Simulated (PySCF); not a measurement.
Compound: ethanimine, C2H5N.
Z-matrix (Å and degrees, GFN2-xTB geometry), rows numbered from 1:
```
C 
C   1  1.4957
N   2  1.2521  1  128.55
H   1  1.0889  2  111.33  3    -0.12
H   1  1.0892  2  109.57  3   120.88
H   1  1.0892  2  109.62  3  -121.15
H   2  1.0875  1  115.35  3  -179.99
H   3  1.0208  2  114.83  1     0.03
```

A calculation gives these core lines: C 1s: 291.22 (area 1), 292.17 (area 1) eV; N 1s: 404.64 eV.

Level of theory: delta-SCF UKS SCAN, pcX-2 on the ionised atom, pcseg-1 elsewhere, spin-free X2C in PySCF 2.14.0. Geometry: GFN2-xTB; no solvent, vibrations or thermal averaging.

Question: Which carbon gives which C 1s line?

Answer: 291.22 eV: C1 (methyl carbon); 292.17 eV: C2 (imine carbon). The listed C 1s values span 0.95 eV, from C1 (bonded to C and 3 H) to C2 (bonded to N (double bond), C and H). Summing the Pauling electronegativity differences to the bonded atoms, each weighted by its formal bond order, gives -1.05 for the lowest site and +0.63 for the highest.

Bonded neighbours of each site: C1: C and 3 H; C2: N (double bond), C and H; N3: C (double bond) and H.

Question: Which effective nuclear charge Zeff reproduces each element's mean 1s value in the hydrogen-like formula E = 13.606 eV × Zeff²?

Answer: C (Z = 6): mean 291.7 eV, Zeff = 4.63, Z − Zeff = 1.37; N (Z = 7): mean 404.6 eV, Zeff = 5.45, Z − Zeff = 1.55. Means run over the listed sites, weighted by atom count.

The unrestricted hole states depart most from a pure doublet (⟨S²⟩ = 0.75; over 0.85 named) for C 1s of C2 (0.86), which makes this value less certain.
